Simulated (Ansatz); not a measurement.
Reaction (SMILES): [C-]#[NH+] (C-NH) + 3 [H][H] (H2) → C (CH4) + N (NH3)
B3LYP-D3(BJ)/def2-TZVP geometries, fixed; electronic energies without zero-point terms.

Basis-set convergence of the energy of full hydrogenation at B3LYP with Ansatz (a program for electronic structure). Cartesian d functions, on some or all atoms, in 6-31G*, 6-31+G*; all else is spherical. The program fits the integrals of some runs and decomposes those of others, by size. No added dispersion term, no relativity. Functions are those of the species that has most. Reference: the value in aug-pcseg-3, -91.79 kcal/mol, itself unsure by roughly 0.04 kcal/mol (its mean distance from aug-cc-pVQZ, def2-QZVPPD, pcseg-3). Deviations are taken from unrounded values.

```
basis              functions  energy of full hydrogenation (kcal/mol)  minus reference (kcal/mol)
-----------------  ---------  ---------------------------------------  --------------------------
STO-3G                    11                                  -105.17                      -13.39
3-21G                     20                                   -85.24                        6.55
6-31G                     20                                   -91.28                        0.50
6-31G*                    32                                   -90.29                        1.49
6-31+G*                   40                                   -91.69                        0.10
6-311G**                  42                                   -89.53                        2.26
6-311+G**                 50                                   -91.82                       -0.04
def2-SVPD                 52                                   -98.97                       -7.18
6-311++G(2d,2p)           67                                   -93.40                       -1.62
cc-pVTZ                   86                                   -90.53                        1.25
pcseg-2                   86                                   -91.89                       -0.11
jun-cc-pV(T+d)Z           95                                   -92.08                       -0.30
6-311++G(3df,3pd)        111                                   -92.01                       -0.22
aug-cc-pVTZ              138                                   -92.09                       -0.30
aug-pcseg-2              138                                   -92.31                       -0.53
cc-pVQZ                  175                                   -91.06                        0.73
aug-cc-pVQZ              264                                   -91.82                       -0.03
aug-pcseg-3              281                                   -91.79                        0.00
```

The smallest set listed that lies within 2 kcal/mol of the reference with all its larger relatives (same family, alike in diffuse functions; a set with none counts only in the reference's own line) is 6-31+G* (40 functions, 0.10 kcal/mol off). Inside the window by cancellation, since a larger relative falls out: 6-31G, 6-31G*. (Relatives not listed, tested too: 6-31G** 0.02, pcseg-3 0.01 kcal/mol.)
